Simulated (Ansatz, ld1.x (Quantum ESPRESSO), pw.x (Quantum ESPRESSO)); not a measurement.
## pw.x on sc H: one setting changed

Potential: norm-conserving RRKJ (Kleinman–Bylander form), ld1.x (Quantum ESPRESSO) 7.5, PBEsol; core none, reference 1s1; waves: 1s (bound): rc 1.40 bohr; 2p channel at 0.4 Ry: rc 1.05 bohr; local part: the p channel; core correction: none; rho0 0.01.

The reference run (k-mesh 18³, cutoffs 110/440 Ry, Fermi–Dirac 0.01 Ry, mixing_beta 0.4, conv_thr 1e-9, no spin) gives -0.07 GPa at 2.993 Å³/atom, where all-electron LAPW gives 1.30 GPa. This run, with its own iteration cap, changes mixing_beta to 0.1.

```
&control
  calculation='scf', prefix='x', pseudo_dir='./', outdir='./tmp', tstress=.true., disk_io='none'
/
&system
  ibrav=0, nat=1, ntyp=1, ecutwfc=110, ecutrho=440, nbnd=7,
  occupations='smearing', smearing='fd', degauss=0.01
/
&electrons
  conv_thr=1e-09, mixing_beta=0.1, electron_maxstep=50
/
ATOMIC_SPECIES
H 1.0 H.UPF
CELL_PARAMETERS angstrom
  1.44112695 0.00000000 0.00000000
  0.00000000 1.44112695 0.00000000
  0.00000000 0.00000000 1.44112695
ATOMIC_POSITIONS crystal
H 0.0000 0.0000 0.0000
K_POINTS automatic
18 18 18 0 0 0
```

```bash
pw.x < H.scf.in > H.scf.out
```

How does the run end?

It converges in 6 iterations; the free energy moves by +0.0 meV/atom and the pressure by +0.00 GPa. The result is that of the reference run.

```
Message from routine setup:
     using ibrav=0 with symmetry is DISCOURAGED, use correct ibrav instead
     lattice parameter (alat)  =       2.7233  a.u.
     unit-cell volume          =      20.1978 (a.u.)^3
     number of electrons       =         1.00
     number of Kohn-Sham states=            7
     kinetic-energy cutoff     =     110.0000  Ry
     charge density cutoff     =     440.0000  Ry
     scf convergence threshold =      1.0E-09
     Exchange-correlation= PBESOL
     number of k points=   220  Fermi-Dirac smearing, width (Ry)=  0.0100
     iteration #  1     ecut=   110.00 Ry     beta= 0.10
     total energy              =      -1.07446651 Ry
     estimated scf accuracy    <       0.00023972 Ry
     iteration #  2     ecut=   110.00 Ry     beta= 0.10
     total energy              =      -1.07456358 Ry
     estimated scf accuracy    <       0.00019539 Ry
     iteration #  3     ecut=   110.00 Ry     beta= 0.10
     total energy              =      -1.07457048 Ry
     estimated scf accuracy    <       0.00000003 Ry
     iteration #  4     ecut=   110.00 Ry     beta= 0.10
     total energy              =      -1.07457141 Ry
     estimated scf accuracy    <       0.00000003 Ry
     iteration #  5     ecut=   110.00 Ry     beta= 0.10
     total energy              =      -1.07457152 Ry
     estimated scf accuracy    <       0.00000002 Ry
     iteration #  6     ecut=   110.00 Ry     beta= 0.10
     the Fermi energy is     3.1008 ev
!    total energy              =      -1.07457154 Ry
     estimated scf accuracy    <          6.2E-10 Ry
     smearing contrib. (-TS)   =      -0.00046156 Ry
     The total energy is F=E-TS. E is the sum of the following terms:
     one-electron contribution =       0.61223829 Ry
     hartree contribution      =       0.01965836 Ry
     xc contribution           =      -0.66416006 Ry
     ewald contribution        =      -1.04184657 Ry
     convergence has been achieved in   6 iterations
          total   stress  (Ry/bohr**3)                   (kbar)     P=       -0.71
     Message from routine punch:
     Nothing written, as per user request (disk_io='none')
```

The run took about 2.7 s on one core of a shared host (Neoverse-V2, 192 threads, 742 GiB, load 57).
